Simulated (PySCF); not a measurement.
# C5H8N: the cost of one run

Programs: PySCF 2.14.0, with routines of our own; each step states its level. All values are computed. Atoms count from 0.

### Step 1. The system as given

14 atoms, charge 0, multiplicity 2; geometry from: GFN2-xTB.

### Step 2. Open-shell or spin-flip excitations: unrestricted TDDFT wB97X-D/def2-SVPD

What the job is given:

```
{"job": {"kind": "uabs", "xc": "wB97X-D", "basis": "def2-SVPD", "nstates": 10, "tda": false}, "charge": 0, "multiplicity": 2}
C      2.827146    -0.046833     0.161321
C      1.386248    -0.165366     0.146407
C      0.187888    -0.232654     0.103817
C     -1.259529    -0.387644     0.163854
C     -1.967964     0.975956     0.325282
N     -1.755554    -1.307296     1.094172
H      3.170768     0.462698    -0.738835
H      3.280976    -1.036974     0.203806
H      3.144605     0.524210     1.033769
H     -1.584384    -0.769693    -0.830148
H     -1.641522     1.439363     1.252705
H     -1.722970     1.629360    -0.507908
H     -3.040929     0.816056     0.370060
H     -1.025458    -1.901655     1.479556
```

Level: unrestricted TDDFT wB97X-D/def2-SVPD, vertical, gas phase, core orbitals frozen in the response.

The run is started by

```sh
> OMP_NUM_THREADS=1 python excited_run.py task.json out
```

One launch serves the whole session: the jobs run in the order shown.

Q: Estimate the wall time and peak memory of this first job on 1 thread of Arm Neoverse N1, shared host.

About 99 s, with a peak of 0.67 GiB.
